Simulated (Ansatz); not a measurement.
Results of HSE06-D3(BJ) (PAW; Ansatz, a quantum-chemistry and plane-wave program) for α-N2.

The cell is the one relaxed with r²SCAN-D4: a = b = c = 5.5987 Å, α = β = γ = 90.00°.

Task: Give the computed lattice energy.

Result: 
lattice energy: 10 kJ/mol

Static lattice: no zero-point or thermal effects.

The result took roughly 29 core-seconds.
